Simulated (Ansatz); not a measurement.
## How basis sets differ on PN (phosphorus nitride)

PN, singlet, SMILES `N#P`. Each level relaxes the structure for itself.

Quantity: the equilibrium bond length, in Å. The values are calculated.

**What was measured.** Huber and Herzberg, Constants of Diatomic Molecules gives the equilibrium bond length of the gas as 1.491 Å.

```tsv
level	kind	program	value (Å)	computed − measured
HF/STO-3G	Hartree–Fock	Ansatz	1.459	-0.032
HF/3-21G	Hartree–Fock	Ansatz	1.510	+0.019
HF/6-31G* (Cartesian functions)	Hartree–Fock	Ansatz	1.455	-0.036
HF/cc-pVTZ	Hartree–Fock	Ansatz	1.453	-0.038
```

Nearest: HF/3-21G (+0.019 Å); farthest: HF/cc-pVTZ (-0.038 Å).
